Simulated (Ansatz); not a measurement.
Take a crystal in which Ti has been replaced by Zn on all its sites, with the cell rescaled by a rough guess (in some cases also distorted within its space group) and nothing relaxed:

```
Zr Zn Cu
1.0
     3.17093    0.00000    0.00000
     0.00000    3.17093    0.00000
     0.00000    0.00000   11.06929
Zr Zn Cu
3 1 2
Direct
  0.00000 0.00000 0.65145
  0.00000 0.00000 0.32937
  0.50000 0.50000 0.85221
  0.50000 0.50000 0.15158
  0.00000 0.00000 0.02411
  0.50000 0.50000 0.49128
```

Method: DFT PBEsol, scalar-relativistic, plane waves, PAW in Ansatz 0.2.0.

Cutoff 420 eV; k points 12×12×4 on the computed 6-atom cell (Γ-centred); Gaussian smearing, width 0.10 eV; no spin polarisation.

(1) What pressure does the cell carry?

(2) Is it a metal on this mesh?

(3) What is its energy against the elements in their standard states?

Answers

(1) The pressure is -7.9 GPa (positive in compression), so the cell would contract.

(2) Yes, a band crosses the Fermi level.

(3) -0.092 eV/atom at this unrelaxed geometry, with the elements in the same functional.